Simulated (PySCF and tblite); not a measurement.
Values are calculated unless marked as measured or tabulated.
1-fluorobutane, C₄H₉F, numbered as in [CH3:1][CH2:2][CH2:3][CH2:4][F:5]: conformational analysis

Level: B3LYP-D3(BJ)/def2-SVP (IEF-PCM, chloroform)//PBE0-D3(BJ)/def2-SVP, thermal terms from GFN2-xTB, symmetry numbers and mirror pairs counted. Conformers within 3 kcal/mol (GFN2-xTB free energy) were kept, 6 at most. GIAO shieldings: wB97X-D/pcSseg-1 (IEF-PCM, chloroform). Shifts are against TMS (¹H), TMS (¹³C), CFCl3 (¹⁹F) at the same level. (PySCF 2.14, tblite 0.8.)

Torsions listed: C1–C2–C3–C4, C2–C3–C4–F5. Of a mirror pair one member is shown.

```tsv
conformer	shape	symmetry	E(GFN2, own minimum) kcal/mol	E(DFT) kcal/mol	G(298.15 K) kcal/mol	weight %	dipole D
1	176°, -62°	C1 (pair)	0.00	0.00	0.00	44.1	1.88
2	63°, 56°	C1 (pair)	0.60	0.35	0.44	21.0	1.86
3	-67°, 67°	C1 (pair)	0.81	0.37	0.55	17.4	1.96
4	180°, 180°	Cs	0.03	0.54	0.84	10.7	2.03
5	65°, 176°	C1 (pair)	0.37	1.08	1.11	6.8	2.06
```

Weights (%) against temperature:

```
 T (K)     1     2     3     4    5  S(mix) cal/mol/K
   250  48.0  20.4  16.6   9.7  5.2              3.94
273.15  46.0  20.8  17.1  10.2  6.0              3.99
298.15  44.1  21.0  17.4  10.7  6.8              4.04
323.15  42.5  21.1  17.7  11.1  7.6              4.08
373.15  40.0  21.3  18.1  11.7  9.0              4.14
```

Averaged shifts at 298.15 K. ¹H: 4.54 (H4, 2H), 1.45 (H3, 2H), 1.32 (H2, 2H), 1.01 (H1, 3H) ppm. ¹³C: 85.4 (C4), 34.8 (C3), 21.5 (C2), 15.7 (C1) ppm. ¹⁹F: -239.9 (F5) ppm.

Coordinates of conformer 1 (Å):

```xyz
14

C    -1.974    0.043   -0.116
C    -0.544    0.477    0.159
C     0.480   -0.615   -0.115
C     1.907   -0.162    0.075
F     2.207    0.857   -0.801
H    -2.258   -0.824    0.502
H    -2.107   -0.249   -1.170
H    -2.691    0.851    0.097
H    -0.448    0.809    1.208
H    -0.291    1.354   -0.459
H     0.303   -1.483    0.544
H     0.365   -0.985   -1.149
H     2.069    0.213    1.102
H     2.614   -0.991   -0.103
```

Unscaled ¹⁹F shifts at such levels can be off by tens of ppm; differences between conformers or isomers are more reliable. Shifts are unscaled: against experiment ¹³C can be off by 15 ppm or more and ¹H by 0.8 ppm.

Search and properties took 55 s on 1 thread of AMD EPYC 9R45 96-Core, shared host (rough), launched as `OMP_NUM_THREADS=1 python ens_run.py task.json out`.
